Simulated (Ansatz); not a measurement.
# One shape, several levels: BF (SMILES [B]F)

Aim: a comparison of 6 runs (PBE0/STO-3G, r2SCAN/STO-3G, wB97M-V/STO-3G, UMP2/STO-3G, CCSD(T)/STO-3G, FCI/STO-3G) of BF. 

The calculation is run with Ansatz 0.2.0.

35 further runs of the same task are left out: 1 that didn't finish, 34 set aside as unsound or not needed.

### Step 1. Starting point

BF has 2 atoms, charge 0, and is taken as a singlet. SMILES: `[B]F`. The F2–B1 distance was set to 1.895 Å, away from the relaxed value.

Bond lengths: B1–F2 1.895 Å.

### Step 2. The energy at PBE0/STO-3G (run 1)

run.yaml reads:

```yaml
crystal:
  periodic: [false, false, false]
  atoms:
    - {symbol: B, position_ang: [0.000000, -0.000000, -0.640860]}
    - {symbol: F, position_ang: [-0.000000, 0.000000, 1.253740]}
basis:
  gaussian:
    orbitals: STO-3G
hamiltonian:
  xc: pbe0
accuracy: high
```

Started as:

```bash
ansatz run run.yaml --threads 1 --pin off --max-ram 3480MiB --events-out events.jsonl --progress --plain --runs-dir runs
```

Standard output:

```text
Warning: RAYON_NUM_THREADS=1 ignored (pool sized by the plan → 1); use --threads N
Functional definition: PBE0
  name "PBE0"
  parameter a = 0.25
  parameter kappa = 0.804
  parameter beta = 0.06672455060314922
  exchange = (1 - a)*pbe_x(kappa = kappa, mu = beta*pi^2/3) + a*exact_x
  correlation = pbe_c(beta = beta)
149 factors; integrals over basis functions are off by at most 5.5e-8 eV
mean field evaluation 1: about -3332.7044 eV, gradient 2.3e1 eV
mean field evaluation 2: about -3103.9956 eV, gradient 2.2e2 eV
mean field evaluation 4: about -3335.9177 eV, gradient 1.1e0 eV
mean field evaluation 8: about -3335.8970 eV, gradient 2.5e-1 eV
mean field evaluation 16: about -3335.8973 eV, gradient 2.4e-6 eV
mean field -3335.89727714 eV, -122.5919637826 hartree, gradient 3.4e-9 eV, S^2 0.000000; 0 other end points of the search recorded, 0 dependent functions left out
reference -3335.89727804 eV, -122.5919638157 hartree; 7, 7 occupied and 3, 3 virtual orbitals, 149 factors
Total energy: -3335.89727804 eV, -122.5919638157 hartree
```

It took 0.2 s on 1 thread of Intel Xeon 6975P-C (Granite Rapids), shared host.

### Step 3. A single-point energy at r2SCAN/STO-3G (run 2)

input.yaml reads:

```yaml
crystal:
  periodic: [false, false, false]
  atoms:
    - symbol: B
      position_ang: [0.000000, -0.000000, -0.640860]
    - symbol: F
      position_ang: [-0.000000, 0.000000, 1.253740]
basis:
  gaussian: {orbitals: STO-3G}
hamiltonian: {xc: {name: r2SCAN}}
accuracy: high
```

Started as:

```bash
ansatz run input.yaml --threads 1 --pin off --max-ram 3480MiB --events-out events.jsonl --progress --plain --runs-dir runs
```

Standard output:

```text
Warning: RAYON_NUM_THREADS=1 ignored (pool sized by the plan → 1); use --threads N
Functional definition: r2SCAN
  name "r2SCAN"
  parameter k0 = 0.174
  parameter k1 = 0.065
  parameter a1 = 4.9479
  exchange = r2scan_x(k0 = k0, k1 = k1, a1 = a1)
  correlation = r2scan_c
149 factors; integrals over basis functions are off by at most 5.5e-8 eV
mean field evaluation 1: about -3336.1618 eV, gradient 2.0e1 eV
mean field evaluation 2: about -3095.2473 eV, gradient 2.1e2 eV
mean field evaluation 4: about -3338.1287 eV, gradient 5.6e0 eV
mean field evaluation 8: about -3338.2491 eV, gradient 1.8e-1 eV
mean field evaluation 16: about -3338.1969 eV, gradient 1.7e-5 eV
mean field -3338.19694890 eV, -122.6764751607 hartree, gradient 1.8e-9 eV, S^2 0.000000; 0 other end points of the search recorded, 0 dependent functions left out
reference -3338.19694912 eV, -122.6764751689 hartree; 7, 7 occupied and 3, 3 virtual orbitals, 149 factors
Total energy: -3338.19694912 eV, -122.6764751689 hartree
```

Wall time 0.46 s (1 thread of Intel Xeon 6975P-C (Granite Rapids), shared host); peak memory 0.11 GiB.

Runs 3 to 5 aren't shown in full; the table further down has their settings and results.

### Step 4. A single-point energy at FCI/STO-3G (run 6)

job.yaml reads:

```yaml
crystal:
  periodic: [false, false, false]
  atoms:
    - {symbol: B, position_ang: [0.000000, -0.000000, -0.640860]}
    - {symbol: F, position_ang: [-0.000000, 0.000000, 1.253740]}
basis:
  gaussian:
    orbitals: STO-3G
correlation:
  method: fci
  frozen_orbitals: {B: 1, F: 1}
accuracy: high
```

Started as:

```bash
ansatz run job.yaml --threads 1 --pin off --max-ram 3480MiB --events-out events.jsonl --progress --plain --runs-dir runs
```

Standard output:

```text
Warning: RAYON_NUM_THREADS=1 ignored (pool sized by the plan → 1); use --threads N
Functional definition: HF
  name "HF"
  exchange = exact_x
  correlation = 0
149 factors; integrals over basis functions are off by at most 5.5e-8 eV
mean field evaluation 1: about -3319.5909 eV, gradient 2.2e1 eV
mean field evaluation 2: about -3319.6328 eV, gradient 2.2e1 eV
mean field evaluation 4: about -3324.0145 eV, gradient 4.2e0 eV
mean field evaluation 8: about -3324.2797 eV, gradient 2.1e-1 eV
mean field -3324.27990929 eV, -122.1650333884 hartree, gradient 2.0e-8 eV, S^2 0.000000; 0 other end points of the search recorded, 0 dependent functions left out; unrestricted orbitals would lower it
mean field evaluation 16: about -3324.2798 eV, gradient 4.4e0 eV
2 core orbitals not correlated: weight in the atoms' cores, before any rotation towards them, 1.000 or more for the frozen orbitals, at most 0.000 for the correlated occupied ones
reference -3324.27990929 eV, -122.1650333884 hartree; 5, 5 occupied and 3, 3 virtual orbitals, 149 factors
state -3327.67106536 eV, -122.2896560754 hartree
Total energy: -3327.67106536 eV, -122.2896560754 hartree
```

Wall time 0.12 s (1 thread of Intel Xeon 6975P-C (Granite Rapids), shared host).

### Step 5. All runs side by side

```csv
run,level,frozen core orbitals,energy (Eh),wall time
1,PBE0/STO-3G,–,-122.591964,0.2 s
2,r2SCAN/STO-3G,–,-122.676475,0.46 s
3,wB97M-V/STO-3G,–,-122.713769,1.7 s
4,UMP2/STO-3G,2,-122.210322,0.16 s
5,CCSD(T)/STO-3G,2,-122.282275,0.1 s
6,FCI/STO-3G,2,-122.289656,0.12 s
```

### Step 6. What came out

| quantity | value |
| --- | --- |
| run 6: total energy | -122.28966 Eh |
| run 6: correlation energy (2 core orbitals frozen) | -124.6 mEh |

Against full CI in this basis: UMP2 +79.3 mEh; CCSD(T) +7.4 mEh. Totals of different functionals can't be ranked against each other. In run 5 the T1 diagnostic is large, so a single reference may not serve. In run 5 the log says that unrestricted orbitals would lower the reference, so the values rest on an unstable closed-shell determinant (other closed-shell runs at this shape may share the fault). In runs 1, 2, 3, 4, 5, 6 the basis is minimal, so the values are rough. Spin contamination of the reference: run 4 ⟨S²⟩ = 0.56. All runs together took 2.8 s, the longest 1.7 s.
